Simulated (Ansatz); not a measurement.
# A barrier at the coupled-cluster level

Start structure (BNH₅F, closed shell), relaxed at PBE0-D4/def2-TZVP:

B1  (0.455, -0.089, 1.001)
N2  (-0.206, -0.679, -0.081)
H3  (1.649, -0.062, 0.996)
H4  (-0.198, 0.394, 1.876)
H5  (-0.327, 0.894, -1.149)
F6  (-0.451, 1.585, -1.768)
H7  (-1.202, -0.839, -0.084)
H8  (0.281, -1.205, -0.790)
(Å)

The step: BNH₄ ([BH2][NH2]) + HF → BH₂F ([BH2][F]) + NH₃ (still joined by a long B–N bond); bonds formed: B1–F6, N2–H5; bonds broken: H5–F6; bonds weakened to dative contacts: B1–N2. Ansatz 0.2.0; basis: def2-TZVPP and def2-QZVPP; cores frozen in the correlated methods. Extrapolation: Hartree–Fock as exp(−7.88 √X), correlation as X^−2.97. Energies below are by CCSD(T) at an estimated basis limit (MP2 extrapolated from triple and quadruple zeta, plus CCSD(T) − MP2 in triple zeta).

Question: What are the electronic barrier and the energy of the step, from the start structure to the end structure? (To be estimated.)

Answer: The calculation gives: Barrier 70.1 kJ/mol; step energy -69.1 kJ/mol (downhill); reverse barrier, their difference, 139.2 kJ/mol. Barrier and step energy count from the start structure, the reverse barrier from the end structure.

The saddle point: One imaginary mode of 726i cm⁻¹.
```
 pair  start (Å)  saddle (Å)  end (Å)
B1–F6       3.36        1.79     1.40
N2–H5       1.90        1.40     1.02
B1–N2       1.40        1.51     1.66
H5–F6       0.94        1.08     2.61
```

Zero-point energy (harmonic, PBE0-D4): ZPE is 159.0 kJ/mol at the start and 155.3 kJ/mol at the saddle, so the barrier goes from 70.1 to 66.4 kJ/mol.

The T1 diagnostic stays at or below 0.013.

Steps of this kind, hydrogen fluoride cutting a network bond, underlie vapour etching and the fluorination step of atomic layer etching.

Labels in which every atom is bracketed show which atoms are joined, not bond orders.

For scale, one of the runs: CCSD(T)/def2-TZVPP, 163 basis functions, launched by `ansatz run in.yaml --threads 2 --pin off --events-out ev --progress --plain --max-ram 4352MiB`. The run took 21 s on 2 CPU threads of an Arm Neoverse V2 (shared host), with 1.3 GiB of host memory at its peak.
